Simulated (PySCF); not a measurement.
Gas-phase reaction: SiO2 + SiF2 → SiOF2 + SiO

Computed with PySCF and rigid-rotor harmonic-oscillator thermochemistry at 1 bar. † marks an energy on the PBE0/def2-TZVP geometry and frequencies. MP2 freezes the core. All species are closed-shell singlets. SiOF2: computed as isolated molecules; such fragments, hydroxides, amides, oligomers or adducts are transient or little studied in the gas. MP2 isn't extrapolated to the basis-set limit.

MP2/def2-SVP† gives ΔH°(298 K) = -93 kJ.

Question: What do PBE0/def2-QZVP†, LDA/def2-TZVP†, PBE0/def2-SVP† give?

Answer: PBE0/def2-QZVP†: -81 kJ; LDA/def2-TZVP†: -72 kJ; PBE0/def2-SVP†: -76 kJ. For scale, ΔH°(298 K) is -93 kJ at this level, -84 kJ at ωB97M-V/def2-TZVP†, and runs from -112 to 9 kJ over the 20 levels computed.
